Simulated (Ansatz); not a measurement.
# F2H2Si: the cost of one run

All numbers below are computed with Ansatz 0.2.0 (RKS PBE0-D4/def2-SVP).

## 1. Starting point

Bond lengths: Si1–H2 1.460 Å, Si1–F3 1.590 Å, Si1–F4 1.589 Å, Si1–H5 1.459 Å. Angles: H2–Si1–F3 109.5°, H2–Si1–F4 109.5°, H2–Si1–H5 109.5°, F3–Si1–F4 109.5°, F3–Si1–H5 109.5°, F4–Si1–H5 109.5°.

Coordinates:

```xyz
5

Si    0.0000    0.0000    0.0000
H     0.0000    0.0000    1.4600
F     1.4994    0.0000   -0.5295
F    -0.7489    1.2974   -0.5295
H    -0.6877   -1.1914   -0.4862
```

## 2. Preparing the start

input.yaml reads:

```yaml
crystal:
  periodic: [false, false, false]
  atoms:
    - { symbol: Si, position_ang: [0.0, 0.0, 0.0] }
    - { symbol: H, position_ang: [0.0, 0.0, 1.46] }
    - { symbol: F, position_ang: [1.4994, 0.0, -0.5295] }
    - { symbol: F, position_ang: [-0.7489, 1.2974, -0.5295] }
    - { symbol: H, position_ang: [-0.6877, -1.1914, -0.4862] }
basis:
  gaussian: { orbitals: def2-SVP }
hamiltonian:
  xc: pbe0
  dispersion: d4
relax:
  f_tol: 0.02
  max_steps: 40
output:
  orbitals: {}
```

Run with:

```bash
ansatz run input.yaml --threads 1 --pin off --max-ram 2048MiB --backend cpu --events-out ev --progress --plain --runs-dir out
```

**Question.** How long does this run take on 1 thread of Arm Neoverse V1, shared host, and how much memory does it need?

About 6 s, with a peak of 0.094 GiB.
